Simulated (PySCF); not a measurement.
Published values to compare with (the computed states carry no symmetry labels, so the two lists aren't matched line by line):

```
     state  E (eV)      f   kind of transition  source
3A''(n→π*)    5.63  0.001  vertical absorption     [1]
1A''(n→π*)    5.96         vertical absorption     [1]
```

[1] computed, theoretical best estimate (aug-cc-pVTZ, frozen core, CC3 geometry), gas; Veril, Scemama, Caffarel, Lipparini, Boggio-Pasqua, Jacquemin, Loos, WIREs Comput. Mol. Sci. 2021, 11, e1517 (QUESTDB)

Compound: formyl fluoride, CHFO.
Bonds: O1–C2 (double), C2–F3. Hydrogens: H4 on C2.

Theory: PySCF 2.14.0, density-fitted response routines, TDDFT PBE0/def2-SVPD, vertical, gas phase, core orbitals frozen in the response. Isolated species at its PBE0-D3(BJ)/def2-SVP geometry, gas phase.

Computed singlets: 6.00 eV (f 0.002); 8.84 eV (f 0.000); 9.14 eV (f 0.001); 9.48 eV (f 0.142); 10.14 eV (f 0.127); 10.97 eV (f 0.006); 11.00 eV (f 0.016); 11.06 eV (f 0.094); 11.18 eV (f 0.006); 11.65 eV (f 0.004). Computed triplets (Tamm–Dancoff): 5.31, 6.49, 8.25, 8.95 eV.

Question: How does the lowest computed triplet compare with the best estimate listed for the lowest triplet (vertical absorption)?

Answer: 5.31 eV against 5.63 eV for 3A''(n→π*) [1]: a difference of -0.32 eV. Geometry and basis of the two calculations needn't be the same.

All these states lie below the vertical ionisation energy of 12.58 eV (ΔSCF).
